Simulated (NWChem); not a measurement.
# Which level was it?

[SiH3]+ has 4 atoms, charge +1, and is taken as a singlet. As SMILES, `[SiH3+]`. Geometry: relaxed at PBE0-D4/def2-TZVP.

```xyz
4

Si    0.0000    0.0000    0.0000
H     0.6869    0.6754    1.1130
H    -0.1184   -1.4672   -0.0099
H    -0.5685    0.7917   -1.1031
```

A calculation with NWChem 7.3.0 gave:

```json
{"total energy": "-290.9056 Eh", "HOMO energy": "-17.62 eV", "LUMO energy": "-10.68 eV", "HOMO–LUMO gap": "6.94 eV", "largest force": "0.314 eV/Å"}
```

Task: Which of these levels gave the numbers?
A. HF/def2-SVP
B. TPSS/6-31G* (spherical functions)
C. B3LYP/6-31G
D. PBE0/def2-SVP

Result: C. The others give -290.2545 Eh (HF/def2-SVP), -290.9357 Eh (TPSS/6-31G* (spherical functions)), -290.7045 Eh (PBE0/def2-SVP).
